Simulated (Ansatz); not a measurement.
Be (hcp): energy against volume

These are results of Ansatz 0.2.0, DFT, PBEsol, plane waves (420 eV) with PAW, scalar-relativistic, not measurements. (PAW data from PBE, frozen cores regenerated.)

The cell is scaled uniformly from the relaxed one, with fractional coordinates and shape fixed. Energies are extrapolated to zero smearing, pressures are those at the given smearing. Magnetic state: spin not included.

A Birch-Murnaghan fit gives V₀ = 7.84 Å³/atom, B₀ = 125 GPa, B₀′ = 3.3.

(1) What are the energy above the minimum and the pressure at 8.152 Å³/atom?

(2) What are the energy above the minimum and the pressure at 8.466 Å³/atom?

(3) What are the energy above the minimum and the pressure at 8.779 Å³/atom?

Results:

(1) 4.7 meV/atom and -4.59 GPa as computed.

(2) 17.6 meV/atom and -8.44 GPa as computed.

(3) 37.4 meV/atom and -11.69 GPa as computed.
